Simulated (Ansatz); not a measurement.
Relaxation of CH7BO (10 atoms, charge 0, multiplicity 1), to a largest force component of 0.03 eV/Å in at most 50 steps.

Computed with RKS PBE/def2-SVP in Ansatz 0.2.0.

```xyz
10
Properties=species:S:1:pos:R:3:forces:R:3
B 0.079 0.421 0.011 0.19 -0.59 -0.33
H -0.097 0.442 1.202 -0.07 0.19 0.38
H 1.167 0.719 -0.443 -0.10 0.01 0.05
H -0.865 0.183 -0.720 0.03 0.07 0.00
O 0.331 -2.071 0.686 -0.38 0.69 0.15
C -0.609 -2.931 0.036 0.02 0.14 0.10
H -0.090 -3.877 -0.215 0.05 0.02 0.02
H -1.476 -3.179 0.688 0.03 -0.02 0.00
H -0.998 -2.494 -0.910 -0.03 0.03 0.00
H -0.159 -1.421 1.256 0.27 -0.54 -0.36
```

Where does it end, and by what steps?

The forces met the threshold. After 11 steps the energy has fallen by 0.796 eV; H7 moved furthest, 1.19 Å. Joined: B1–O5 (2.59 → 1.66 Å).

| step | energy less start (eV) | largest force component (eV/Å) | accepted |
| --- | --- | --- | --- |
| 0 | 0.0000 | 0.688 | yes |
| 1 | -0.1915 | 0.995 | yes |
| 2 | -0.3935 | 1.209 | yes |
| 3 | -0.5202 | 1.497 | yes |
| 4 | -0.6202 | 0.588 | yes |
| 5 | -0.6829 | 0.263 | yes |
| 6 | -0.7340 | 0.224 | yes |
| 7 | -0.7636 | 0.431 | yes |
| 8 | -0.7756 | 0.414 | yes |
| 9 | -0.7939 | 0.152 | yes |
| 10 | -0.7957 | 0.065 | yes |
| 11 | -0.7961 | 0.016 | yes |

```xyz
10
Properties=species:S:1:pos:R:3
B 0.148 -0.132 0.068
H 0.275 0.653 1.002
H 1.181 -0.390 -0.540
H -0.833 0.075 -0.651
O -0.200 -1.550 0.854
C -0.541 -2.669 0.011
H 0.342 -2.850 -0.627
H -0.741 -3.557 0.642
H -1.411 -2.429 -0.633
H -0.937 -1.357 1.465
```

Whether the end is a true minimum wasn't checked by a vibrational analysis.

Run time: 13 s on 1 thread of Intel(R) Xeon(R) 6975P-C (Granite Rapids), with other jobs on the host, peak memory 0.14 GiB.
